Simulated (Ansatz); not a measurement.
**C2H2F2 (SMILES FC=CF): one structure at several levels**

One table from this session's results is given with a row withheld; the runs are named, their logs left out.

Method: single points in def2-TZVPP; program: Ansatz 0.2.0, Gaussian basis.

Cores are frozen in the correlated methods.

**Where the work starts**

SMILES `FC=CF`, 6 atoms, charge 0, spin multiplicity 1.

Atoms are counted from 1 here; the program's logs count them from 0.

Bond lengths: F1–C2 1.314 Å, C2–C3 1.306 Å, C2–H5 1.053 Å, C3–F4 1.329 Å, C3–H6 1.136 Å. Angles: F1–C2–C3 122.8°, F1–C2–H5 117.0°, C3–C2–H5 119.9°, C2–C3–F4 123.7°, C2–C3–H6 126.7°, F4–C3–H6 109.6°.

Geometry (Å):

```mol
C2H2F2
  3D, bonds by distance, orders not assigned

  6  5  0  0  0  0  0  0  0  0999 V2000
   -0.9993   -0.0180   -1.4569 F   0  0
    0.0499    0.0480   -0.6679 C   0  0
   -0.0354   -0.0382    0.6324 C   0  0
    1.0146    0.0162    1.4456 F   0  0
    0.9950    0.0803   -1.1313 H   0  0
   -0.9858   -0.1509    1.2442 H   0  0
  1  2  8  0
  2  3  8  0
  2  5  8  0
  3  4  8  0
  3  6  8  0
M  END
```

Set-up of the first run:

run/in.yaml

```yaml
crystal:
  periodic: [false, false, false]
  atoms:
    - {symbol: F, position_ang: [-0.999300, -0.018000, -1.456900]}
    - {symbol: C, position_ang: [0.049900, 0.048000, -0.667900]}
    - {symbol: C, position_ang: [-0.035400, -0.038200, 0.632400]}
    - {symbol: F, position_ang: [1.014600, 0.016200, 1.445600]}
    - {symbol: H, position_ang: [0.995000, 0.080300, -1.131300]}
    - {symbol: H, position_ang: [-0.985800, -0.150900, 1.244200]}
basis:
  gaussian: {orbitals: def2-TZVPP}
correlation: {method: ccsd_t}
output: {forces: true}
```

No record of the launch command was kept for these runs.

Among the steps run: CCSD(T)/def2-TZVPP; PBE0-D4/def2-TZVPP; wB97M-V/def2-TZVPP; r2SCAN-D4/def2-TZVPP; PBE-D4/def2-TZVPP; B97M-V/def2-TZVPP; BHLYP-D4/def2-TZVPP.

One table of the session follows, with a row left open; its other results are not shown here.

| method | RMS force component (eV/Å) | angle to CCSD(T) forces (°) |
| --- | --- | --- |
| CCSD(T) | 1.098 | reference |
| PBE0-D4 | 0.938 | 11.3 |
| wB97M-V | 0.989 | 12.9 |
| r2SCAN-D4 | 1.011 | 7.2 |
| PBE-D4 | 1.054 | 10.5 |
| B97M-V | ? | ? |
| BHLYP-D4 | 0.937 | 21.3 |

Q: Estimate the row for B97M-V from the others.

**Answer.** RMS force component (eV/Å): 0.982; angle to CCSD(T) forces (°): 10.6. In the column «RMS force component (eV/Å)» it lies between PBE0-D4 (0.938) and wB97M-V (0.989).
